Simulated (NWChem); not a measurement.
All runs are NWChem calculations. System: CHN, charge 0, spin multiplicity 3, at the geometry of a parent with another charge or spin, in a state set for the comparison that need not be this species' ground state. Its SCF solution wasn't tested for a lower state. Level: UMP2/def2-TZVP, 2 core orbitals frozen.

Job file:

```
start mol
memory heap 200 mb stack 800 mb global 1000 mb
geometry units angstroms nocenter noautoz
  C      0.000000     0.000000     0.748997
  N      0.000000     0.000000    -0.435186
  H      0.000000     0.000000    -1.447679
  symmetry group C2v
end
basis spherical
  * library def2-tzvp
end
scf
  uhf
  nopen 2
  maxiter 100
  thresh 1e-7
  semidirect memsize 60000000 filesize 0
  # guess.movecs holds the orbitals of an unrestricted PBE0 run
  vectors input guess.movecs output mol.movecs
end
mp2
  freeze core 2
end
task mp2 energy
```

Part of the output:

```
             Northwest Computational Chemistry Package (NWChem) 7.3.0
             --------------------------------------------------------

                                NWChem Input Module
                                -------------------

 Scaling coordinates for geometry "geometry" by  1.889725989
 (inverse scale =  0.529177249)

 Turning off AUTOSYM since
 SYMMETRY directive was detected!

                             Geometry "geometry" -> ""
                             -------------------------

 Output coordinates in angstroms (scale by  1.889725989 to convert to a.u.)

  No.       Tag          Charge          X              Y              Z
 ---- ---------------- ---------- -------------- -------------- --------------
    1 C                    6.0000     0.00000000     0.00000000     0.74899700
    2 N                    7.0000     0.00000000     0.00000000    -0.43518600
    3 H                    1.0000     0.00000000     0.00000000    -1.44767900

 Effective nuclear repulsion energy (a.u.)      23.8725185715

            Nuclear Dipole moment (a.u.)
            ----------------------------
        X                 Y               Z
 ---------------- ---------------- ----------------
     0.0000000000     0.0000000000     0.0000018897

      Symmetry information
      --------------------

 Group name             C2v
 Group number             16
 Group order               4
 No. of unique centers     3

      Symmetry unique atoms

     1    2    3


 Summary of "ao basis" -> "" (spherical)
 ------------------------------------------------------------------------------
       Tag                 Description            Shells   Functions and Types
 ---------------- ------------------------------  ------  ---------------------
 *                         def2-tzvp                  on all atoms

 Summary of "ao basis" -> "ao basis" (spherical)
 ------------------------------------------------------------------------------
       Tag                 Description            Shells   Functions and Types
 ---------------- ------------------------------  ------  ---------------------
 C                         def2-tzvp                11       31   5s3p2d1f
 N                         def2-tzvp                11       31   5s3p2d1f
 H                         def2-tzvp                 4        6   3s1p

                                 NWChem SCF Module
                                 -----------------

  ao basis        = "ao basis"
  functions       =    68
  atoms           =     3
  alpha electrons =     8
  beta  electrons =     6
  charge          =   0.00
  wavefunction    = UHF
  use symmetry    = T
  symmetry adapt  = T

 Summary of "ao basis" -> "ao basis" (spherical)
 ------------------------------------------------------------------------------
       Tag                 Description            Shells   Functions and Types
 ---------------- ------------------------------  ------  ---------------------
 C                         def2-tzvp                11       31   5s3p2d1f
 N                         def2-tzvp                11       31   5s3p2d1f
 H                         def2-tzvp                 4        6   3s1p

      Symmetry analysis of basis
      --------------------------

        a1         32
        a2          6
        b1         15
        b2         15

 Forming initial guess at       0.0s

   Symmetry analysis of molecular orbitals - initial alpha
   -------------------------------------------------------
[...]
 -----------   ------   -------------------------------------------------------
    1 C    6     4.04   0.43  0.56  0.34  0.42  0.11  0.93  0.93  0.27  0.01  0.03  0.00
    2 N    7     3.64   0.41  0.58  0.26  0.36  0.08  0.76  0.82  0.34  0.00  0.02  0.00
    3 H    1     0.32   0.11  0.17  0.02  0.02

   Mulliken analysis of the beta density
   -------------------------------------

    Atom       Charge   Shell Charges
 -----------   ------   -------------------------------------------------------
    1 C    6     1.84   0.42  0.57  0.14  0.11  0.01  0.25  0.22  0.06  0.02  0.04  0.01
    2 N    7     3.84   0.41  0.58  0.25  0.36  0.10  0.78  0.91  0.43  0.00  0.01  0.00
    3 H    1     0.32   0.11  0.17  0.02  0.02

   Mulliken analysis of the spin density
   -------------------------------------

    Atom       Charge   Shell Charges
 -----------   ------   -------------------------------------------------------
    1 C    6     2.20   0.01 -0.01  0.20  0.31  0.10  0.68  0.71  0.22 -0.00 -0.00 -0.00
    2 N    7    -0.20   0.00 -0.00  0.01 -0.00 -0.02 -0.02 -0.09 -0.09  0.00  0.02  0.00
    3 H    1     0.00   0.00  0.00  0.00  0.00

       Multipole analysis of the density wrt the origin
       ------------------------------------------------

     L   x y z        total         alpha         beta         nuclear
     -   - - -        -----         -----         ----         -------
     0   0 0 0     -0.000000     -8.000000     -6.000000     14.000000

     1   1 0 0      0.000000      0.000000      0.000000      0.000000
     1   0 1 0      0.000000      0.000000      0.000000      0.000000
     1   0 0 1     -0.392444     -2.251562      1.859116      0.000002

     2   2 0 0    -10.098706     -6.495277     -3.603429      0.000000
     2   1 1 0      0.000000     -0.000000      0.000000      0.000000
     2   1 0 1      0.000000      0.000000      0.000000      0.000000
     2   0 2 0     -8.776782     -5.186113     -3.590669      0.000000
     2   0 1 1     -0.000000      0.000000     -0.000000      0.000000
     2   0 0 2     -5.666133    -19.845086    -10.059508     24.238462

                   NWChem MP2 Semi-direct Energy/Gradient Module
                   ---------------------------------------------

  Basis functions       =     68
  Molecular orbitals    =     68
  Frozen core           =      2
  Frozen virtuals       =      0
  Active alpha occupied =      6
  Active beta occupied  =      4
  Active alpha virtual  =     60
  Active beta virtual   =     62
  Use MO symmetry       = T
  Use skeleton AO sym   = T

  AO/Fock/Back tols     =   1.0D-09  1.0D-09  1.0D-09

 GA uses MA = F    GA memory limited = T

 Available:
  local mem=  1.15D+08
 global mem=  1.31D+08
 local disk=  0.00D+00
  mp2_memr nvloc                    60
  nvloc new                    60
   1 passes of   6:        4194304                      27425                   2878263.
   1 passes of   6: M    114684405           G      131062752           F     110490101.

 Semi-direct pass number   1 of   1  for UHF alpha       at        0.9s
  vrange nnbf                  2345
  mp2_eaftype                    10  avail_ma_in_mb                   999
 EAF : mp2_eaftype filesize          10    1439132.
  mp2_eaf for mointskh                     10
Node 0 wrote      6.8 Mb in      0.0 s     Agg I/O rate:  1949.6 Mb/s
 Done moints_semi at        1.5s
  mp2_eaftype                    10  avail_ma_in_mb                   989
 EAF : mp2_eaftype filesize          10    1439132.
  mp2_eaf for kh                    10
 Done maket at        1.6s
 Done multipass loop at        1.6s

 GA uses MA = F    GA memory limited = T

 Available:
  local mem=  1.15D+08
 global mem=  1.31D+08
 local disk=  0.00D+00
  mp2_memr nvloc                    62
  nvloc new                    62
   1 passes of   4:        4194304                      21828                   1985287.
   1 passes of   4: M    114684405           G      131062752           F     110490101.

 Semi-direct pass number   1 of   1  for UHF beta        at        1.6s
  vrange nnbf                  2345
  mp2_eaftype                    10  avail_ma_in_mb                   999
 EAF : mp2_eaftype filesize          10     992644.
  mp2_eaf for mointskh                     10
Node 0 wrote      4.7 Mb in      0.0 s     Agg I/O rate:  2029.4 Mb/s
 Done moints_semi at        2.2s
  mp2_eaftype                    10  avail_ma_in_mb                   989
 EAF : mp2_eaftype filesize          10     992644.
  mp2_eaf for kh                    10
 Done maket at        2.2s
 Done multipass loop at        2.2s

          -------------------------------------------
          SCF energy                 -92.709522392144
          Correlation energy          -0.282321686849
          Singlet pairs                0.000000000000
          Triplet pairs                0.000000000000
          Total MP2 energy           -92.991844078993
          -------------------------------------------

          ---------------------------------------------------
                    Spin Component Scaled (SCS) MP2
          Same spin pairs                     -0.077245282027
          Same spin scaling factor             0.333333333333
          Opposite spin pairs                 -0.205076404821
          Opposite spin scaling fact.          1.200000000000
          SCS-MP2 correlation energy          -0.271840113128
          Total SCS-MP2 energy               -92.981362505272
          ---------------------------------------------------

 -----------------------
 Performance information
 -----------------------

 Timer overhead =  2.25D-07 seconds/call

               Nr. of calls         CPU time (s)                 Wall time (s)                GFlops
             ---------------    -------------------     ------------------------------   -------------------
Name         Min   Avg   Max    Min     Avg     Max     Min     Avg     Max   Mx/calls   Min     Max     Sum
mp2: moin     2     2     2    1.3     1.3     1.3      1.3     1.3     1.3    0.65      0.0     0.0     0.0
mp2: make     2     2     2   6.86E-2 6.86E-2 6.86E-2  6.86E-2 6.86E-2 6.86E-2 3.43E-2   0.0     0.0     0.0
mp2: tota     1     1     1    1.4     1.4     1.4      1.4     1.4     1.4     1.4      0.0     0.0     0.0

 The average no. of pstat calls per process was 5.00D+00
 with a timing overhead of 1.12D-06s

 Task  times  cpu:        2.2s     wall:        2.2s

 Total times  cpu:        2.2s     wall:        2.2s
```
